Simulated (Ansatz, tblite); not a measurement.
**The cluster Nb2S+: one state, many levels**

One table from this session's results is given with a row withheld; the runs are named, their logs left out.

Program: Ansatz 0.2.0, Gaussian basis. Level of theory: as each input shows. These are calculated values, not measurements.

The runs, in order: GFN1-xTB, GFN2-xTB, PBE-D4/def2-TZVP, r2SCAN-D4/def2-TZVP, PBE-QIDH/def2-TZVP, LC-ωPBE/def2-TZVP, r2SCANh-D4/def2-TZVP, CAM-B3LYP-D4/def2-TZVP, BHLYP-D4/def2-TZVP, PBE+5HF/def2-TZVP, PBE+10HF/def2-TZVP, PBE+15HF/def2-TZVP, PBE+35HF/def2-TZVP, PBE+50HF/def2-TZVP, PBE-D4/def2-SVP, PBE0-D4/def2-SVP, CCSD(T)/def2-TZVPP, MP2/def2-TZVP, RPA/def2-TZVP.

1 further run of the same task is left out (set aside as unsound or not needed). Runs told in other sessions of the task aren't counted.

## The geometry

The doublet was relaxed beforehand with r2SCAN-D4/def2-TZVP. At that level it is the lowest of the isomers that a small search found.

3 atoms, charge 1, spin multiplicity 2.

Bond lengths: Nb1–S3 2.315 Å, Nb2–S3 2.315 Å. Angles: Nb1–S3–Nb2 56.4°.

Coordinates:

```xyz
3

Nb   -0.1694   -1.2518   -0.2493
Nb    1.1799    0.4687   -0.2146
S    -1.0105    0.7831    0.4639
```

Nb takes a core potential in the def2 sets. No spin-orbit coupling is included. The ion is computed in the gas phase, without counter-ions or solvent.

PBE0-D4/def2-TZVP was run before; its log isn't repeated, and its numbers join the tables.

The first run:

Tight binding, by tblite at 300 K electronic temperature and without a spin-polarisation term:

```python
tblite.interface.Calculator('GFN1-xTB', numbers, positions, charge=1, uhf=1).singlepoint()
```

Tight binding, by tblite at 300 K electronic temperature and without a spin-polarisation term:

```python
tblite.interface.Calculator('GFN2-xTB', numbers, positions, charge=1, uhf=1).singlepoint()
```

start.molden holds the orbitals of an earlier run on this state, given as this run's starting guess.

File in.yaml:

```yaml
crystal:
  periodic: [false, false, false]
  atoms:
    - {symbol: Nb, position_ang: [-0.169350, -1.251801, -0.249325]}
    - {symbol: Nb, position_ang: [1.179899, 0.468728, -0.214608]}
    - {symbol: S, position_ang: [-1.010549, 0.783083, 0.463933]}
basis:
  gaussian: {orbitals: def2-TZVP, initial_orbitals: start.molden}
total_charge: 1
magnetization: {spin_polarized: true, initial_magnetization: 1}
hamiltonian: {xc: pbe, dispersion: d4}
scf: {omitted_lower_state_checks: [starts]}
output: {forces: true, orbitals: {seedname: orbitals}}
```

Launch:

```
ansatz run in.yaml --threads 4 --pin off --events-out ev --progress --plain --max-ram 3916MiB
```

Steps of the session up to this table: PBE-D4/def2-TZVP; r2SCAN-D4/def2-TZVP; PBE-QIDH/def2-TZVP; LC-ωPBE/def2-TZVP; r2SCANh-D4/def2-TZVP; CAM-B3LYP-D4/def2-TZVP; BHLYP-D4/def2-TZVP; PBE+5HF/def2-TZVP; PBE+10HF/def2-TZVP; PBE+15HF/def2-TZVP; PBE+35HF/def2-TZVP; PBE+50HF/def2-TZVP; PBE-D4/def2-SVP; PBE0-D4/def2-SVP; CCSD(T)/def2-TZVPP; MP2/def2-TZVP; RPA/def2-TZVP.

One table of the session follows, with a row left open; its other results are not shown here.

It belongs to the step «Levels side by side». 

| level | HOMO (eV) | LUMO (eV) | gap (eV) |
| --- | --- | --- | --- |
| PBE-D4/def2-SVP | -9.81 | -9.23 | 0.58 |
| PBE-D4/def2-TZVP | -9.75 | -9.14 | 0.61 |
| r2SCAN-D4/def2-TZVP | -9.86 | -8.76 | 1.10 |
| r2SCANh-D4/def2-TZVP | -10.18 | -8.37 | 1.81 |
| PBE0-D4/def2-SVP | -10.66 | -8.14 | 2.52 |
| PBE0-D4/def2-TZVP | -10.58 | -8.04 | 2.54 |
| BHLYP-D4/def2-TZVP | -11.28 | -7.11 | 4.18 |
| CAM-B3LYP-D4/def2-TZVP | -11.64 | -6.96 | 4.68 |
| LC-ωPBE/def2-TZVP | -12.71 | -5.66 | 7.06 |
| PBE+5HF/def2-TZVP | -9.92 | -8.92 | 1.00 |
| PBE+10HF/def2-TZVP | -10.08 | -8.70 | 1.38 |
| PBE+15HF/def2-TZVP | -10.25 | -8.48 | 1.77 |
| PBE+35HF/def2-TZVP | ? | ? | ? |
| PBE+50HF/def2-TZVP | -11.44 | -7.09 | 4.35 |

**Question.** Estimate the row for PBE+35HF/def2-TZVP.

**Answer.** HOMO (eV): -10.91; LUMO (eV): -7.60; gap (eV): 3.30. In the column «HOMO (eV)» it lies between BHLYP-D4/def2-TZVP (-11.28) and PBE0-D4/def2-SVP (-10.66).

To keep in mind: Doubts: large T1 diagnostic, spin contamination. Notes on CCSD(T)/def2-TZVPP: large T1 diagnostic, spin contamination.
